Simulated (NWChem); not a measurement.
Worked example: vertical detachment energy of [CH3]− (SMILES [CH3-])

The species is [CH3]− (4 atoms), meant as a singlet with charge -1. As SMILES, `[CH3-]`. Geometry: relaxed at PBE0-D4/def2-TZVPD.

```xyz
4

C    -0.1464   -0.1553    0.2612
H     0.1346    0.9001    0.4652
H    -0.7833   -0.1074   -0.6478
H     0.7951   -0.6375   -0.0787
```

Both states at this one shape; open shells run unrestricted unless said. 1 Eh = 27.2114 eV.

| level | program | singlet [CH3]− (Eh) | doublet CH3 (Eh) |
| --- | --- | --- | --- |
| SVWN5/6-31+G* (spherical functions) | NWChem | -39.432533 | -39.404385 |
| SVWN5/6-311++G(2d,2p) | NWChem | -39.453906 | -39.421262 |
| SVWN5/6-311++G(3df,3pd) | NWChem | -39.455276 | -39.422309 |
| SVWN5/6-311+G** | NWChem | -39.450364 | -39.419225 |

Task: Work out the vertical ionisation energy at each level.

Result: 
1. SVWN5/6-31+G* (spherical functions): -39.404385 − (-39.432533) = 0.028148 Eh = 0.77 eV.
2. SVWN5/6-311++G(2d,2p): -39.421262 − (-39.453906) = 0.032644 Eh = 0.89 eV.
3. SVWN5/6-311++G(3df,3pd): -39.422309 − (-39.455276) = 0.032967 Eh = 0.90 eV.
4. SVWN5/6-311+G**: -39.419225 − (-39.450364) = 0.031139 Eh = 0.85 eV.

No measured value is set beside it here; the levels span 0.77 to 0.90 eV.
